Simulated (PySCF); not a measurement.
Gas-phase reaction: 3 N₂H₂ + c-Si₃H₆ + 3 SiCl ⇌ 3 SiH₂ClNH₂ + 3 SiN

Method: PySCF energies (xtb for GFN2) plus ideal-gas RRHO corrections (1 bar). † marks an energy on the PBE0/def2-TZVP geometry and frequencies; other levels use their own. 6-31G* has spherical d functions here. Open shells (unrestricted): SiCl (multiplicity 2, electronic degeneracy 4), SiN (multiplicity 2); the rest are closed-shell singlets. GFN2 has no spin-polarisation term. Spin-orbit splitting is ignored; it lowers the true energy and changes the entropy of SiCl. B3LYP is the form with VWN-RPA correlation. c-Si₃H₆, SiH₂ClNH₂: computed as isolated molecules; such fragments, hydroxides, amides, oligomers or adducts are transient or little studied in the gas. The harmonic model lacks anharmonicity and excited electronic states, which grow with temperature; levels with a mode under 35 cm⁻¹ are left out. Internal rotation in SiH₂ClNH₂ is treated as a harmonic vibration of one conformer, which makes the entropy rough.

| level | ΔE electronic, kJ | ΔH°(298 K), kJ | ΔS°(298 K), J/K | ΔG°(1400 K), kJ |
|---|---|---|---|---|
| B3LYP/6-31G* | -466 | -457 | -147 | -270 |
| GFN2-xTB | -1069 | -1049 | -142 | -865 |
| PBE/def2-TZVP† | -489 | -482 | -146 | -297 |
| PBE0/def2-QZVP† | -499 | -492 | -146 | -307 |
| PBE0/def2-TZVP | -484 | -477 | -146 | -292 |
| LDA/def2-TZVP† | -544 | -537 | -146 | -352 |
ΔH° is lowest at GFN2-xTB and highest at B3LYP/6-31G*. No reference value is set beside these.
